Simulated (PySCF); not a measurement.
Molecule: `InChI=1S/C4H7ClO/c1-3(2)4(5)6/h3H,1-2H3`.

Bonds (- single, = double, # triple, : aromatic): C1-C2 1.530 Å, C2-C3 1.521 Å, C2-C4 1.511 Å, C4=O5 1.182 Å, C4-Cl6 1.800 Å. C1 carries H7, H8, H9; C2 carries H10; C3 carries H11, H12, H13.

Geometry PBE0-D3(BJ)/def2-SVP throughout; GIAO in PySCF 2.14.0 with density-fitted response routines, gas phase, one conformer, non-relativistic; equivalent atoms averaged; basis pcSseg-1.

Problem. How do the absolute shieldings σ depend on the functional? (ppm; last column core-seconds on 1 thread of an Arm Neoverse V1, shared host; the GGAs took longer than the global hybrids here, which isn't the general rule, and the cause wasn't traced)

Solution. 
| functional | kind | C4 | C2 | C1/C3 | O5 | Cl6 | H10 | H7/H8/H9/H11/H12/H13 | core-s |
| --- | --- | --- | --- | --- | --- | --- | --- | --- | --- |
| KT2 | GGA | 6.2 | 132.6 | 162.1 | -206.8 | 494.3 | 28.59 | 29.94 | 21 |
| KT3 | GGA | 7.4 | 132.7 | 161.1 | -202.0 | 498.7 | 28.74 | 30.08 | 20 |
| B97-D | GGA | -3.8 | 128.8 | 157.5 | -216.4 | 464.0 | 28.81 | 30.14 | 21 |
| B3LYP | global hybrid | -10.4 | 128.8 | 158.1 | -253.3 | 471.1 | 28.92 | 30.14 | 15 |
| PBE0 | global hybrid | -2.6 | 135.7 | 164.0 | -250.8 | 495.4 | 28.83 | 30.04 | 14 |
| mPW1PW91 | global hybrid | -3.7 | 134.8 | 163.1 | -251.8 | 492.0 | 28.89 | 30.09 | 16 |

Problem. Which nucleus moves most, in ppm?

Solution. O5 (carbonyl oxygen): from -253.3 ppm with B3LYP to -202.0 ppm with KT3. The smallest spread is 0.20 ppm, at H7/H8/H9/H11/H12/H13. Proton shifts span only some 12 ppm, so a few tenths of a ppm matter as much there as several ppm in carbon.
